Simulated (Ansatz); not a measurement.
C$_{4}$H$_{4}$O$_{2}$, SMILES `Oc1ccco1`. Total charge 0; spin multiplicity 1.

Cartesian coordinates in Å:
```
O -0.2876 -0.4827 -2.1707
C -0.0820 -0.1936 -0.8825
C -0.8852 -0.0302 0.1994
C 0.0079 0.2700 1.2775
C 1.2540 0.2621 0.7622
O 1.2050 -0.0242 -0.5744
H -1.2321 -0.5831 -2.3153
H -1.9595 -0.1110 0.2304
H -0.2565 0.4654 2.3045
H 2.2361 0.4274 1.1689
```

(1) Give the diagnostics of a CCSD(T)/def2-TZVPP run (frozen core, Ansatz 0.2.0). (An estimate is asked.)

Answers

(1) Computed: T1 = 0.0131, largest single amplitude 0.027, largest double 0.063, (T) share of the correlation energy 4.5 %, 10 CCSD cycles. The RHF solution is stable towards an unrestricted one. T1 lies under the customary mark of 0.02 for closed shells.
